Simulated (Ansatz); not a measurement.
Born–Oppenheimer molecular dynamics of BFH2 (4 atoms, charge 0, multiplicity 1). It starts from a relaxed structure.

Theory: RKS B3LYP/def2-SVP in Ansatz.

| Property | Result |
| --- | --- |
| ensemble | NVT, Langevin thermostat |
| time step | 1 fs |
| steps asked | 250 |
| set temperature | 1000 K |
| friction | 0.005 /fs |
| seed | 54153 |

First frame:

```xyz
4
Properties=species:S:1:pos:R:3
B 0.013 0.000 0.008
H -0.033 0.000 1.214
H 1.035 0.000 -0.635
F -1.129 0.000 -0.651
```

How far do the bonds stretch over the last three quarters of this one trajectory? (Pairs bonded in most of those frames.)


| bond | mean (Å) | spread (Å) | shortest | longest |
| --- | --- | --- | --- | --- |
| B1–H2 | 1.226 | 0.056 | 1.09 | 1.38 |
| B1–H3 | 1.228 | 0.072 | 1.10 | 1.36 |
| B1–F4 | 1.333 | 0.062 | 1.21 | 1.49 |

Mean temperature of the second half: 1072 K. A run of 0.25 ps of so small a system gives no equilibrium averages.

Time of the run: 72 s on 1 thread of Intel(R) Xeon(R) 6975P-C (Granite Rapids), on a shared host, peak memory 0.091 GiB.
